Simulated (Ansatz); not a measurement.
# C4H5ClO: how energies converge with the basis set

The task here is to estimate one member of a computed series from the others.

The runs use Ansatz 0.2.0, Gaussian basis; one geometry, several basis sets.

The runs, in order: PBE0-D4/def2-SVP; ωB97M-V/def2-SVP; PBE0-D4/def2-QZVPP; ωB97M-V/def2-QZVPP; the functionals' def2-TZVPP values are taken from earlier runs.

## Structure used throughout

The geometry comes from an earlier relaxation with PBE0-D4 in a triple-zeta def2 set; it is a stationary point, not always the lowest conformer.

SMILES `C=C(C=O)CCl`, 11 atoms, charge 0, spin multiplicity 1.

Atoms are counted from 1 here; the program's logs count them from 0.

Bond lengths: C1–C2 1.332 Å, C1–H7 1.085 Å, C1–H8 1.084 Å, C2–C3 1.478 Å, C2–C5 1.488 Å, C3–O4 1.202 Å, C3–H9 1.110 Å, C5–Cl6 1.789 Å, C5–H10 1.089 Å, C5–H11 1.088 Å. Angles: C2–C1–H7 120.6°, C2–C1–H8 122.2°, H7–C1–H8 117.2°, C1–C2–C3 118.5°, C1–C2–C5 123.9°, C3–C2–C5 117.6°, C2–C3–O4 124.1°, C2–C3–H9 114.5°, O4–C3–H9 121.4°, C2–C5–Cl6 110.6°, C2–C5–H10 110.7°, C2–C5–H11 111.7°, Cl6–C5–H10 106.3°, Cl6–C5–H11 107.0°, H10–C5–H11 110.4°.

Set-up of the first run:

in.yaml reads:

```yaml
crystal:
  periodic: [false, false, false]
  atoms:
    - {symbol: C, position_ang: [-1.363754, -0.018838, -0.593622]}
    - {symbol: C, position_ang: [-0.108582, -0.047809, -0.150222]}
    - {symbol: C, position_ang: [0.988713, -0.014795, -1.139111]}
    - {symbol: O, position_ang: [2.151032, -0.142322, -0.859702]}
    - {symbol: C, position_ang: [0.261860, -0.139631, 1.288227]}
    - {symbol: Cl, position_ang: [0.670955, 1.476927, 1.937219]}
    - {symbol: H, position_ang: [-1.572004, 0.051819, -1.656535]}
    - {symbol: H, position_ang: [-2.214808, -0.062613, 0.076368]}
    - {symbol: H, position_ang: [0.657687, 0.120035, -2.190369]}
    - {symbol: H, position_ang: [1.151365, -0.753769, 1.417352]}
    - {symbol: H, position_ang: [-0.556962, -0.526002, 1.891095]}
basis:
  gaussian: {orbitals: def2-SVP}
hamiltonian: {xc: pbe0, dispersion: d4}
output: {orbitals: {seedname: orbitals}}
```

Launch:

```bash
$ ansatz run in.yaml --threads 4 --pin off --events-out ev --progress --plain --max-ram 10444MiB
```

Steps of the session up to this table: PBE0-D4 in def2-SVP; ωB97M-V in def2-SVP; PBE0-D4 in def2-QZVPP; ωB97M-V in def2-QZVPP.

One table of the session follows, with a row left open; its other results are not shown here.

It belongs to the step «Density functionals: the series». 

| functional | basis | HOMO (eV) | LUMO (eV) |
| --- | --- | --- | --- |
| PBE0-D4 | def2-SVP | -7.65 | -1.94 |
| PBE0-D4 | def2-TZVPP | -7.78 | -2.09 |
| PBE0-D4 | def2-QZVPP | -7.81 | -2.14 |
| ωB97M-V | def2-SVP | ? | ? |
| ωB97M-V | def2-TZVPP | -10.19 | 0.10 |
| ωB97M-V | def2-QZVPP | -10.22 | 0.03 |

Estimate the missing values for ωB97M-V, def2-SVP.

The run gave: HOMO (eV): -10.04; LUMO (eV): 0.33. In the column «HOMO (eV)» it lies between ωB97M-V, def2-TZVPP (-10.19) and PBE0-D4, def2-QZVPP (-7.81).
